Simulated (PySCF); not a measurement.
**Substituent effects on chemical shifts**

Parent skeleton `[cH:1]1[cH:2][cH:3][o:4][cH:5]1`; one hydrogen on atom 1 is replaced by X. Hydrogens on one atom are averaged.

- GFN2-xTB geometry
- GIAO PBE0/pcSseg-1 shieldings
- program: PySCF 2.14.0 with density-fitted response routines
- a single conformation, fast rotation and ring inversion assumed for equivalent nuclei, no solvent, no relativistic terms

Scale: TMS for ¹³C (σref 186.93), ¹H (σref 31.72); ¹⁷O (σref 336.08) vs H2O (reference shieldings calculated alike).

Parent (X = H): C1 116.7, C2 116.7, C3 147.1, O4 303.6, C5 147.1, H(C2) 6.70, H(C3) 7.57, H(C5) 7.57 ppm. Effects are Δδ = δ(X) − δ(H), positive for deshielding.

(1) Order these by the shift of O4, most shielded first.
A. X = OCHF2
B. X = NMe2
C. X = tBu
D. X = CH2CF3
E. X = 2-thienyl
F. X = SCH3

(2) Order these by the shift of C1, most shielded first.
A. X = OCHF2
B. X = isopropenyl
C. X = NMe2
D. X = tBu
E. X = COOH
F. X = SCH3

Results:

(1) B (-25.3 ppm), A (-21.1 ppm), C (-10.9 ppm), E (-8.0 ppm), F (-5.4 ppm), D (+1.0 ppm).

(2) E (+8.4 ppm), F (+15.5 ppm), B (+17.8 ppm), D (+27.2 ppm), C (+29.9 ppm), A (+34.5 ppm).

Unscaled 17O shifts of doubly bonded oxygen tend to come out too high, by tens of ppm or more. Experimental scales use liquid or dissolved standards, which lie at an offset from isolated H2O (liquid H2O: subtract about 36 ppm).
